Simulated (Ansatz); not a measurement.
**H2MgNS− (SMILES [NH2][Mg][S-]): one structure at several levels**

The atoms stand at a structure displaced at random from a GFN2-xTB minimum. How far do the functionals agree with CCSD(T) there?

Method: single points in def2-TZVPPD; program: Ansatz 0.2.0, Gaussian basis.

Cores are frozen in the correlated methods. The outer core shell of Li, Na, Mg and K is correlated. B3LYP uses VWN-RPA correlation.

### 1 Where the work starts

SMILES `[NH2][Mg][S-]`, 5 atoms, charge -1, spin multiplicity 1.

Atoms are counted from 1 here; the program's logs count them from 0.

Bond lengths: N1–Mg2 2.025 Å, N1–H4 1.162 Å, N1–H5 1.011 Å, Mg2–S3 2.286 Å. Angles: Mg2–N1–H4 111.6°, Mg2–N1–H5 117.6°, H4–N1–H5 118.4°, N1–Mg2–S3 170.3°.

Geometry (Å):

```xyz
5
H2MgNS
N    -0.9380    0.5046   -0.3392
Mg    0.5793   -0.5393    0.5015
S     2.4607   -1.6906    1.1033
H    -0.8041    1.6493   -0.1903
H    -1.3015    0.1732   -1.2229
```

### 2 CCSD(T)/def2-TZVPPD

run/in.yaml reads:

```yaml
crystal:
  periodic: [false, false, false]
  atoms:
    - {symbol: N, position_ang: [-0.938000, 0.504600, -0.339200]}
    - {symbol: Mg, position_ang: [0.579300, -0.539300, 0.501500]}
    - {symbol: S, position_ang: [2.460700, -1.690600, 1.103300]}
    - {symbol: H, position_ang: [-0.804100, 1.649300, -0.190300]}
    - {symbol: H, position_ang: [-1.301500, 0.173200, -1.222900]}
basis:
  gaussian: {orbitals: "def2-TZVPPD.json"}
total_charge: -1
correlation: {method: ccsd_t}
output: {forces: true}
```

The basis file named in the input lies beside it (Basis Set Exchange, JSON).

The command line of these runs was not kept.

### 3 PBE0-D4/def2-TZVPPD

Changes to run/in.yaml since step 2:

```diff
@@ -11,3 +11,3 @@
 total_charge: -1
-correlation: {method: ccsd_t}
-output: {forces: true}
+hamiltonian: {xc: pbe0, dispersion: d4}
+output: {forces: true, orbitals: {seedname: orbitals}}
```

### 4 wB97M-V/def2-TZVPPD

Changes to run/in.yaml since step 3:

```diff
@@ -11,3 +11,3 @@
 total_charge: -1
-hamiltonian: {xc: pbe0, dispersion: d4}
-output: {forces: true, orbitals: {seedname: orbitals}}
+hamiltonian: {xc: {name: wB97M-V}}
+output: {forces: true}
```

### 5 r2SCAN-D4/def2-TZVPPD

Changes to run/in.yaml since step 4:

```diff
@@ -11,3 +11,3 @@
 total_charge: -1
-hamiltonian: {xc: {name: wB97M-V}}
+hamiltonian: {xc: r2scan, dispersion: d4}
 output: {forces: true}
```

### 6 PBE-D4/def2-TZVPPD

Changes to run/in.yaml since step 5:

```diff
@@ -11,3 +11,3 @@
 total_charge: -1
-hamiltonian: {xc: r2scan, dispersion: d4}
+hamiltonian: {xc: pbe, dispersion: d4}
 output: {forces: true}
```

### 7 SPW92/def2-TZVPPD

Changes to run/in.yaml since step 6:

```diff
@@ -11,3 +11,3 @@
 total_charge: -1
-hamiltonian: {xc: pbe, dispersion: d4}
+hamiltonian: {xc: lda}
 output: {forces: true}
```

### 8 B3LYP-D4/def2-TZVPPD

Changes to run/in.yaml since step 7:

```diff
@@ -11,3 +11,3 @@
 total_charge: -1
-hamiltonian: {xc: lda}
+hamiltonian: {xc: {name: B3LYP}, dispersion: d4}
 output: {forces: true}
```

(Steps that only read results are left out.)

What does the calculation give? Wanted: RMS force component; RMS force error; HOMO and LUMO, PBE0-D4; T1 diagnostic.

The runs gave:

```
              quantity                                                                                          value
   RMS force component                                                           1.451 to 1.552 eV/Å over the methods
       RMS force error  PBE0-D4 0.084, wB97M-V 0.098, r2SCAN-D4 0.040, PBE-D4 0.114, SPW92 0.146, B3LYP-D4 0.040 eV/Å
HOMO and LUMO, PBE0-D4                                                                              -0.66 and 2.61 eV
         T1 diagnostic                                                                                          0.014
```

On forces the order runs from B3LYP-D4 to SPW92. Frozen-core CCSD(T) forces in triple zeta carry basis errors of their own, and this is one geometry, so small gaps rank nothing.
